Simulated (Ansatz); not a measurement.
# CH₃BS: vertical ionisation energy

An exercise on one series of results from a longer session: the logs are not shown, and one member is left open.

Program: Ansatz 0.2.0, Gaussian basis. Level of theory: unrestricted cation, the program's frozen cores in correlated methods. These are calculated values, not measurements.

Plan: UKS PBE-D4/def2-TZVPP; UKS r2SCAN-D4/def2-TZVPP; UKS PBE0-D4/def2-TZVPP; UKS B3LYP-D4/def2-TZVPP; UKS wB97X-V/def2-TZVPP; UKS wB97M-V/def2-TZVPP; UKS B2PLYP/def2-TZVPP; UHF-CCSD(T)/def2-TZVPP; UHF-MP2/def2-QZVPP; extrapolation to the limit; then −ε(HOMO) from the neutral's earlier runs with LDA (SPW92), PBE-D4, revPBE-D4, BLYP-D4, r2SCAN-D4, B97M-V, PBE0-D4, B3LYP-D4, r2SCANh-D4, r2SCAN0-D4, HSE06-D4, BHLYP-D4, CAM-B3LYP-D4, LC-ωPBE, ωB97X-V, ωB97M-V.

### Structure used throughout

An earlier PBE0-D4 in a triple-zeta def2 set relaxation fixed the geometry.

SMILES `B1CS1`, 6 atoms, charge 0, spin multiplicity 1.

Atoms are counted from 1 here; the program's logs count them from 0.

Bond lengths: B1–C2 1.531 Å, B1–S3 1.737 Å, B1–H4 1.182 Å, C2–S3 1.862 Å, C2–H5 1.086 Å, C2–H6 1.086 Å. Angles: C2–B1–S3 69.1°, C2–B1–H4 148.6°, S3–B1–H4 142.3°, B1–C2–S3 60.7°, B1–C2–H5 121.2°, B1–C2–H6 121.2°, S3–C2–H5 114.2°, S3–C2–H6 114.2°, H5–C2–H6 113.5°, B1–S3–C2 50.2°.

Geometry (Å):

```xyz
6
CH3BS
B    -0.4799   -0.7235   -0.2408
C     0.2295    0.5952    0.0793
S     0.9931   -1.0101    0.6346
H    -1.3974   -1.2813   -0.7348
H     0.8040    1.1232   -0.6767
H    -0.1071    1.2325    0.8922
```

Set-up of the first run:

Input file in.yaml:

```yaml
crystal:
  periodic: [false, false, false]
  atoms:
    - {symbol: B, position_ang: [-0.479901, -0.723546, -0.240793]}
    - {symbol: C, position_ang: [0.229475, 0.595165, 0.079274]}
    - {symbol: S, position_ang: [0.993062, -1.010134, 0.634562]}
    - {symbol: H, position_ang: [-1.397432, -1.281263, -0.734767]}
    - {symbol: H, position_ang: [0.803997, 1.123231, -0.676683]}
    - {symbol: H, position_ang: [-0.107100, 1.232547, 0.892208]}
basis:
  gaussian: {orbitals: def2-TZVPP}
total_charge: 1
magnetization: {spin_polarized: true, initial_magnetization: 1}
hamiltonian: {xc: pbe, dispersion: d4}
```

Started as:

```console
$ ansatz run in.yaml --threads 2 --pin off --events-out ev --progress --plain --max-ram 4352MiB
```

Among the steps run: Cation, UKS PBE-D4/def2-TZVPP; Cation, UKS r2SCAN-D4/def2-TZVPP; Cation, UKS PBE0-D4/def2-TZVPP; Cation, UKS B3LYP-D4/def2-TZVPP; Cation, UKS wB97X-V/def2-TZVPP; Cation, UKS wB97M-V/def2-TZVPP; Cation, UKS B2PLYP (frozen core)/def2-TZVPP; Cation, UHF-CCSD(T)/def2-TZVPP; Cation, UHF-MP2/def2-QZVPP.

One table of the session follows, with a row left open; its other results are not shown here.

It belongs to the step «Ionisation energies side by side». Orbital estimates, from the neutral's runs:

| functional | −ε(HOMO) (eV) |
| --- | --- |
| LDA (SPW92) | 6.65 |
| PBE-D4 | 6.53 |
| revPBE-D4 | ? |
| BLYP-D4 | 6.35 |
| r2SCAN-D4 | 6.73 |
| B97M-V | 6.79 |
| PBE0-D4 | 7.66 |
| B3LYP-D4 | 7.41 |
| r2SCANh-D4 | 7.16 |
| r2SCAN0-D4 | 7.80 |
| HSE06-D4 | 7.26 |
| BHLYP-D4 | 8.63 |
| CAM-B3LYP-D4 | 8.94 |
| LC-ωPBE | 10.33 |
| ωB97X-V | 9.96 |
| ωB97M-V | 9.81 |

Estimate the missing values for revPBE-D4.

The run gave: −ε(HOMO) (eV): 6.49. In the column «−ε(HOMO) (eV)» it lies between BLYP-D4 (6.35) and PBE-D4 (6.53).
